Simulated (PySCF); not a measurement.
Compound: C₄H₆NO (charge -1).
Atom-mapped SMILES: `[CH3:1][C@@H:2]([O-:3])[CH2:4][C:5]#[N:6]` (hydrogens: H7, H8, H9 on C1; H10 on C2; H11, H12 on C4)

Method used: PBE0-D3(BJ)/def2-SVP geometry optimisation, gas phase (PySCF).

(1) Give the optimised bond lengths and angles.

Answers

(1) 
| bond | length (Å) |
| --- | --- |
| C1–C2 | 1.552 |
| C2–O3 | 1.290 |
| C2–C4 | 1.631 |
| C4–C5 | 1.445 |
| C5≡N6 | 1.165 |
| C1–H7, C1–H8, C1–H9 | 1.105 |
| C2–H10 | 1.152 |
| C4–H11 | 1.103 |
| C4–H12 | 1.100 |

Bonds in one row agree within 0.01 Å and their mean is given. A selection of angles:
| angle | degrees |
| --- | --- |
| C2–C1–H7 | 108.8 |
| C2–C1–H8 | 108.1 |
| C2–C1–H9 | 114.3 |
| H7–C1–H8 | 107.1 |
| H7–C1–H9 | 109.3 |
| C1–C2–O3 | 115.3 |
| C1–C2–C4 | 106.9 |
| C1–C2–H10 | 104.5 |
| O3–C2–C4 | 109.8 |
| O3–C2–H10 | 117.5 |
| C4–C2–H10 | 101.4 |
| C2–C4–C5 | 117.9 |
| C2–C4–H11 | 105.7 |
| C2–C4–H12 | 104.2 |
| C5–C4–H11 | 110.5 |
| C5–C4–H12 | 110.3 |
| H11–C4–H12 | 107.6 |
| C4–C5–N6 | 175.4 |

Torsions: C1–C2–C4–C5 59° (synclinal).

The C–C distances run from 1.445 Å (C4–C5, drawn single) to 1.631 Å (C2–C4, drawn single), a spread of 0.186 Å. Of the pairs four or more bonds apart, C5···H9 is among the closest relative to their van der Waals radii: 2.77 Å, 96 % of the sum of Bondi's values.

Point group: C1 (no symmetry element, even within 0.4 Å). No PBE0-D3(BJ)/def2-SVP frequencies stand behind this structure, so it isn't proved a minimum. The geometry's basis has no diffuse functions, a weakness for an anion.

One conformer stands for the species.
